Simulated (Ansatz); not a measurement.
# Relaxing Pd

These are results of Ansatz, DFT PBEsol, scalar-relativistic, plane waves, PAW, not measurements. Cutoff 420 eV, Γ-centred k mesh, Gaussian smearing, no spin polarisation in the final step.

The start puts Pd on the omega structure type (P6/mmm, No. 191), at a guessed volume.

```xyz
3
Lattice="4.6209 0.0000 0.0000 -2.3104 4.0018 0.0000 0.0000 0.0000 2.8328" Properties=species:S:1:pos:R:3 pbc="T T T"
Pd    0.0000    0.0000    0.0000
Pd    0.0000    2.6679    1.4164
Pd    2.3104    1.3339    1.4164
```

Cell and atoms relax at zero pressure; the relaxation can't lower the symmetry of the start. After a coarse first stage the cell is made exact in the group found at 0.06 Å.

Energies count from the standard state of Pd at the same level.

(1) What does it relax into?

(2) What are its volume, energy, density and gap?

Results:

(1) It keeps P6/mmm (No. 191). The result has the omega structure. Conventional cell: a = 4.427 Å, c = 2.630 Å. Pd on Wyckoff site a (1 atom of the primitive cell) is coordinated by 2 Pd at 2.63 Å and 12 Pd at 2.87 Å; Pd on Wyckoff site d (2 atoms of the primitive cell) has 5 Pd at 2.56–2.63 Å and 6 Pd at 2.87 Å.

```
Pd
1.0
     4.42709    0.00000    0.00000
    -2.21355    3.83397    0.00000
     0.00000    0.00000    2.62951
Pd
3
Direct
  0.00000 0.00000 0.00000
  0.33333 0.66667 0.50000
  0.66667 0.33333 0.50000
```

(2) The volume per atom is 14.88 Å³, the density is 11.88 g/cm³ and the energy over the standard structure is 0.13 eV/atom. The gap on the 12×12×18 mesh is 0 eV (a metal).

The final run used a 12×12×18 mesh on its 3-atom cell and 0.10 eV smearing. For metals, differences of a few meV/atom aren't resolved. A structure relaxed within its symmetry needn't be a true minimum.